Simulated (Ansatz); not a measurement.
A calculation with Ansatz (development build ahead of 0.2.0).

```yaml
crystal:
  periodic: [false, false, false]
  atoms:
    - { symbol: O, position_ang: [0.0, 0.0, -0.5529] }
    - { symbol: H, position_ang: [0.0, 0.0, 0.5529] }
basis:
  gaussian: { orbitals: cc-pVTZ }
magnetization:
  initial_magnetization: 1
hamiltonian:
  xc: hf
correlation:
  method: bccd_t
  frozen_orbitals: { H: 0, O: 1 }
```

The input is written out in the form of the current development build from the run's settings. Correlation on restricted open-shell orbitals is semicanonical, with singles.

Results

```json
{
 "Converged": "yes",
 "Reference energy (starting determinant)": "-75.39656 hartree",
 "Correlation energy": "-0.22901 hartree",
 "Total energy": "-75.62557 hartree"
}
```
